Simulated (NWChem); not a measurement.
System: ethanol (C2H6O); SMILES CCO

NWChem input:

```
start job
memory heap 200 mb stack 900 mb global 1100 mb
geometry units angstroms
  C      0.248698    -1.203641     0.033018
  C     -0.541542     0.090016    -0.018908
  O      0.265684     1.233055     0.084748
  H     -0.416728    -2.080766     0.008403
  H      0.852809    -1.250118     0.951796
  H      0.934462    -1.285843    -0.827244
  H     -1.165352     0.112434    -0.936439
  H     -1.242518     0.134033     0.830254
  H      0.876841     1.231942    -0.659191
end
basis spherical
  * library 6-31g*
end
dft
  xc b3lyp
  iterations 150
end
driver
  maxiter 120
end
task dft optimize
task dft freq
```

The level has its own optimisation; frequencies are unscaled.

Question: Give the results of this calculation. (B3LYP/6-31G* (spherical d).) Quantities: r C–C (Å); r C–O (Å); r H–O (Å); highest harmonic frequency (cm⁻¹); lowest (cm⁻¹); zero-point energy (kcal/mol); dipole (D).

Answer: The r C–C (Å) is 1.527 and the r C–O (Å) is 1.423. The r H–O (Å) is 0.970 and the highest harmonic frequency (cm⁻¹) is 3732. The lowest (cm⁻¹) is 270, the zero-point energy (kcal/mol) is 50.4 and the dipole (D) is 1.66.
